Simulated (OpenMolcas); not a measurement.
**S2F2 (Thio-thionyl fluoride) at 6 levels**

Aim: a comparison of 6 runs (UHF/STO-3G, M06-2X/STO-3G, PBE0/STO-3G, UB3LYP/STO-3G, MP2/STO-3G, CISD/STO-3G) of S2F2 (Thio-thionyl fluoride). 

The results are computed with OpenMolcas 26.06.

5 further runs of the same task are left out: 5 that didn't finish.

## Step 1: The structure to begin with

The species is S2F2 (4 atoms), meant as a singlet with charge 0. SMILES: `FS(F)=S`. The F1–S2 distance was set to 2.942 Å, away from the relaxed value. At this shape a bond of the SMILES string is far longer than usual.

Bond lengths: S2–F3 1.682 Å, S2–S4 1.873 Å. Angles: F3–S2–S4 108.4°.

## Step 2: A single-point energy at UHF/STO-3G (run 1)

job.inp reads:

```
&GATEWAY
BasLib=$CurrDir
Coord
4
angstrom
F        1.727601       0.652785       1.991636
S       -0.514710      -0.073220       0.231030
F        0.333030      -1.428520      -0.291570
S       -0.584940       1.160090      -1.176550
Basis=STO-3G
Group=NoSym
&SEWARD
&SCF
UHF
Thresholds=1e-10 1e-07 1e-07 1e-05
Scramble=0.25
PrOrbitals=1 1
```

The basis set STO-3G is read from a file made from the Basis Set Exchange's data (not shown).

Run with:

```
$ export MOLCAS_MEM=1860
$ pymolcas job.inp > job.log
```

Log:

```text
--- Start Module: gateway ---
[...]
--- Stop Module: gateway /rc=_RC_ALL_IS_WELL_ ---
--- Start Module: seward ---
[...]
      Basis functions           28
--- Stop Module: seward /rc=_RC_ALL_IS_WELL_ ---
--- Start Module: scf ---
[...]
       Convergence after 189 Iterations
[...]
::    Total SCF energy                               -982.3075754767
[...]
      Total spin, S                                     0.6196508253
[...]
      Total electronic charge=   50.000000
      Total            charge=   -0.000000
[...]
      Dipole Moment (debye):
      Origin of the operator (angstrom)=    0.0391    0.1963    0.0203
                   X= -2.5488E-01               Y=  4.9303E-01               Z= -2.5934E-02           Total=  5.5562E-01
      Quadrupole Moment (debye*angstrom):
[...]
--- Stop Module: scf /rc=_RC_ALL_IS_WELL_ ---
[...]
```

Run time: 6.6 s. Hardware: 1 thread of Arm Neoverse V2, shared host; peak memory 0.37 GiB.

## Step 3: A single-point energy at M06-2X/STO-3G (run 2)

job.input reads:

```
* F2S2 Kohn-Sham DFT
&GATEWAY
BasLib
$CurrDir
Coord
4
angstrom
F        1.727601       0.652785       1.991636
S       -0.514710      -0.073220       0.231030
F        0.333030      -1.428520      -0.291570
S       -0.584940       1.160090      -1.176550
Basis
STO-3G
Group
NoSym
&SEWARD
GridInput
Grid=UltraFine
End of Grid
&SCF
KSDFT
M062X
Thresholds
1e-10 1e-07 1e-07 1e-05
PrOrbitals
1 1
```

The basis set STO-3G is read from a file made from the Basis Set Exchange's data (not shown).

Run with:

```
$ export MOLCAS_MEM=1860
$ pymolcas job.input > job.log
```

Log:

```text
--- Start Module: gateway ---
[...]
--- Stop Module: gateway /rc=_RC_ALL_IS_WELL_ ---
--- Start Module: seward ---
[...]
      Basis functions           28
--- Stop Module: seward /rc=_RC_ALL_IS_WELL_ ---
--- Start Module: scf ---
[...]
       Convergence after  37 Iterations
[...]
::    Total KS-DFT energy                            -984.0815381589
[...]
      Total spin, S                                     0.0000000000
[...]
      Total electronic charge=   50.000000
      Total            charge=   -0.000000
[...]
      Dipole Moment (debye):
      Origin of the operator (angstrom)=    0.0391    0.1963    0.0203
                   X= -1.6049E+00               Y= -5.4678E-01               Z= -9.7542E-01           Total=  1.9561E+00
      Quadrupole Moment (debye*angstrom):
[...]
--- Stop Module: scf /rc=_RC_ALL_IS_WELL_ ---
[...]
```

It took 9.9 s on 1 thread of Arm Neoverse V2, shared host; peak memory 0.37 GiB.

Run 3 isn't shown in full; the table further down has it.

## Step 4: A single-point energy at UB3LYP/STO-3G (run 4)

job.input reads:

```
&GATEWAY
  BasLib=$CurrDir
  Coord
  4
  angstrom
  F        1.727601       0.652785       1.991636
  S       -0.514710      -0.073220       0.231030
  F        0.333030      -1.428520      -0.291570
  S       -0.584940       1.160090      -1.176550
  Basis=STO-3G
  Group=NoSym

&SEWARD
  GridInput
  Grid=UltraFine
  End of Grid

&SCF
  UHF
  KSDFT=B3LYP
  Thresholds=1e-10 1e-07 1e-07 1e-05
  Scramble=0.25
  PrOrbitals=1 1
```

The basis set STO-3G is read from a file made from the Basis Set Exchange's data (not shown).

Run with:

```
$ export MOLCAS_MEM=1860
$ pymolcas job.input > job.log
```

Log:

```text
--- Start Module: gateway ---
[...]
--- Stop Module: gateway /rc=_RC_ALL_IS_WELL_ ---
--- Start Module: seward ---
[...]
      Basis functions           28
--- Stop Module: seward /rc=_RC_ALL_IS_WELL_ ---
--- Start Module: scf ---
[...]
       Convergence after  37 Iterations
[...]
::    Total KS-DFT energy                            -984.1397389459
[...]
      Total spin, S                                     0.6046552674
[...]
      Total electronic charge=   50.000000
      Total            charge=   -0.000000
[...]
      Dipole Moment (debye):
      Origin of the operator (angstrom)=    0.0391    0.1963    0.0203
                   X= -3.8861E-01               Y= -1.3296E-01               Z=  2.0622E-01           Total=  4.5959E-01
      Quadrupole Moment (debye*angstrom):
[...]
--- Stop Module: scf /rc=_RC_ALL_IS_WELL_ ---
[...]
```

Run time: 12 s. Hardware: 1 thread of Arm Neoverse V2, shared host; peak memory 0.37 GiB.

Run 5 isn't shown in full; the table further down has it.

## Step 5: The energy at CISD/STO-3G (run 6)

job.input reads:

```
&GATEWAY
 BASLIB=$CurrDir
 COORD
 4
 angstrom
 F        1.727601       0.652785       1.991636
 S       -0.514710      -0.073220       0.231030
 F        0.333030      -1.428520      -0.291570
 S       -0.584940       1.160090      -1.176550
 BASIS=STO-3G
 GROUP=NoSym

&SEWARD

&SCF
 THRESHOLDS=1e-10 1e-07 1e-07 1e-05
 PRORBITALS=1 1

&MOTRA
 FROZEN=12

&GUGA
 ELECTRONS=26
 SPIN=1
 INACTIVE=13
 ACTIVE=0
 CIALL=1

&CPF
 SDCI
```

The basis set STO-3G is read from a file made from the Basis Set Exchange's data (not shown).

Run with:

```
$ export MOLCAS_MEM=1860
$ pymolcas job.input > job.log
```

Log:

```text
--- Start Module: gateway ---
[...]
--- Stop Module: gateway /rc=_RC_ALL_IS_WELL_ ---
[...]
      Basis functions           28
[...]
       Convergence after  99 Iterations
[...]
::    Total SCF energy                               -982.0503992324
[...]
      Total spin, S                                     0.0000000000
[...]
      *** WARNING: Default frozen orbitals is overwritten by user input.
      *** Default values:  12
[...]
--- Start Module: guga ---
[...]
--- Stop Module: guga /rc=_RC_ALL_IS_WELL_ ---
--- Start Module: cpf ---
[...]
      Active orbitals                            0       0
[...]
      Spin quantum number                      0.0
[...]
     FINAL CI ENERGY          -982.34123215
     FINAL CORRELATION ENERGY   -0.29083292  REFERENCE ENERGY    -982.05039923
[...]
     REL. CI ENERGY           -982.34123215
[...]
      Total electronic charge=   50.000000
      Total            charge=   -0.000000
[...]
      Dipole Moment (debye):
      Origin of the operator (angstrom)=    0.0391    0.1963    0.0203
                   X= -3.6434E-01               Y=  2.5967E-01               Z= -1.9128E-01           Total=  4.8658E-01
      Quadrupole Moment (debye*angstrom):
[...]
--- Stop Module: cpf /rc=_RC_ALL_IS_WELL_ ---
[...]
```

Wall time 2.9 s (1 thread of Arm Neoverse V2, shared host); peak memory 0.37 GiB.

## Step 6: Overview of the runs

```
run          level  scramble  integration grid  energy (Eh)  dipole moment (D) of the reference  HOMO energy (eV)  LUMO energy (eV)  wall time
  1     UHF/STO-3G      0.25                 –  -982.307575                                0.56             -6.83              5.30      6.6 s
  2  M06-2X/STO-3G         –         UltraFine  -984.081538                                1.96             -3.51             -0.64      9.9 s
  3    PBE0/STO-3G         –         UltraFine  -983.675481                                1.98             -2.80             -1.17      7.5 s
  4  UB3LYP/STO-3G      0.25         UltraFine  -984.139739                                0.46             -2.73              0.27       12 s
  5     MP2/STO-3G         –                 –  -982.344706                                2.24             -4.07              0.78      2.8 s
  6    CISD/STO-3G         –                 –  -982.341232                                2.24             -4.07              0.78      2.9 s
```

## Step 7: What came out

```
                                           quantity          value
                                run 6: total energy  -982.34123 Eh
          run 6: dipole moment (mean-field density)         2.24 D
         run 6: HOMO energy (Hartree–Fock orbitals)       -4.07 eV
         run 6: LUMO energy (Hartree–Fock orbitals)        0.78 eV
       run 6: HOMO–LUMO gap (Hartree–Fock orbitals)        4.85 eV
run 6: correlation energy (12 core orbitals frozen)     -290.8 mEh
```

In words: Below the UHF energy at the same shape and in the same basis (STO-3G): MP2 -37.1 mEh; CISD -33.7 mEh. Some of these start from another determinant than that one, so these aren't their correlation energies. Over runs 1, 2, 3, 4 the dipole moment (its size) runs from 0.46 D (UB3LYP/STO-3G) to 1.98 D (PBE0/STO-3G). Over runs 1, 2, 3, 4 the HOMO–LUMO gap runs from 1.63 eV (PBE0/STO-3G) to 12.13 eV (UHF/STO-3G). Totals of different functionals can't be ranked against each other. In runs 1, 2, 3, 4, 5, 6 the basis is minimal, so the values are rough. In runs 2, 3, 5, 6 a closed-shell determinant meets a far-stretched bond, which it describes badly. Spin contamination of the reference: run 1 ⟨S²⟩ = 1.00, run 4 ⟨S²⟩ = 0.97. Where it is this large, the reference is a mixture of spin states, and values that rest on it are in doubt. All runs together took 41 s, the longest 12 s.
